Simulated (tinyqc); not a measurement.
Worked calculation: geometry optimisation on the UHF/sto-3g surface (energies and gradients from PySCF), for CH2, spin multiplicity 3. One step of it, computed by the program tinyqc.

Question. Step 1: move. Quasi-Newton step p = -H^(-1) g (first H = 0.6 times the unit matrix); steps longer than 0.1 bohr are cut back.

positions at the start (bohr), order 1C, 2H, 3H:
$$\begin{pmatrix}
0.062361 & -0.011338 & -0.039684 \\
-0.111494 & 1.729099 & 1.012893 \\
-0.111494 & -1.763114 & 1.124387
\end{pmatrix}$$

gradient (hartree/bohr), order 1C, 2H, 3H:
$$\begin{pmatrix}
0.00562800 & 0.02589282 & -0.03669931 \\
-0.00153410 & -0.01191123 & 0.01015854 \\
-0.00409391 & -0.01398160 & 0.02654077
\end{pmatrix}$$

Give: positions after step 1.

Answer.

positions after step 1 (bohr), order 1C, 2H, 3H:
$$\begin{pmatrix}
0.053 & -0.054 & 0.021 \\
-0.109 & 1.749 & 0.996 \\
-0.105 & -1.740 & 1.080
\end{pmatrix}$$
